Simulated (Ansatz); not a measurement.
Species, as SMILES: [CH2]Cl (CH2-Cl), doublet.
Atoms: C1, Cl2, H3, H4. Bonds: C1-Cl2, C1-H3, C1-H4.

Basis-set convergence of the highest harmonic wavenumber at B3LYP with Ansatz (an electronic-structure program). Each level at its own minimum, finite differences of forces, unscaled; the reference is a large set that could be run, not a limit. All functions are spherical. The program fits the integrals of some runs and decomposes those of others, by size. Core-valence sets carry the plain set on hydrogen. Open shells are unrestricted. No added dispersion term, no relativity. Reference: the value in aug-pcseg-2, 3322 cm⁻¹, itself unsure by roughly 5 cm⁻¹ (its mean distance from aug-cc-pV(T+d)Z, def2-TZVPPD). Deviations are taken from unrounded values.

```
basis              functions  highest harmonic wavenumber (cm⁻¹)  minus reference (cm⁻¹)
-----------------  ---------  ----------------------------------  ----------------------
6-31G                     26                                3395                      73
def2-SV(P)                36                                3303                     -19
def2-SVP                  42                                3319                      -3
def2-SVPD                 63                                3324                       2
aug-cc-pV(D+d)Z           73                                3326                       3
6-311++G(2d,2p)           82                                3330                       8
pcseg-2                   92                                3323                       1
cc-pV(T+d)Z               97                                3316                      -7
def2-TZVPD               101                                3318                      -5
def2-TZVPP               101                                3319                      -3
6-311++G(3df,3pd)        122                                3324                       1
cc-pCVTZ                 130                                3314                      -8
aug-pcseg-2              142                                3322                       0
```
